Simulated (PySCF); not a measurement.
**Argon: a sound run and one with changed settings**

Sound run: Ar [Ar], Ar⁺ [Ne] 3s2 3p5. All numbers are calculated (PySCF 2.14, the non-relativistic Hamiltonian (point nucleus), in cc-pV(T+d)Z). In the sound run the correlated levels freeze [Ne]. The sound run starts from symmetry-adapted Hartree-Fock orbitals and uses a fine grid where one is needed.

Changed run: basis STO-3G. This setting is unsound on purpose.

| species | method | sound run (hartree) | changed run (hartree) | converged |
| --- | --- | --- | --- | --- |
| Ar | UHF | -526.81313 | -521.22288 | yes |
| Ar | PBE0 | -527.38118 | -521.71168 | yes |
| Ar | B3LYP | -527.55937 | -521.84571 | yes |
| Ar | MP2 | -527.02018 | -521.22288 | yes |
| Ar⁺ | UHF | -526.27765 | -520.72694 | yes |
| Ar⁺ | PBE0 | -526.80348 | -521.17237 | yes |
| Ar⁺ | B3LYP | -526.97907 | -521.30825 | yes |
| Ar⁺ | MP2 | -526.44384 | -520.72694 | yes |

Ionisation energy of Ar:

```
 method  sound run (eV)  changed run (eV)
    UHF          14.571            13.495
   PBE0          15.720            14.675
  B3LYP          15.791            14.625
    MP2          15.683            13.495
SCS-MP2          15.580            13.495
```

A minimal basis cannot let orbitals breathe on ionisation and holds almost no correlation.

For comparison, NIST gives 15.760 eV between the lowest levels.
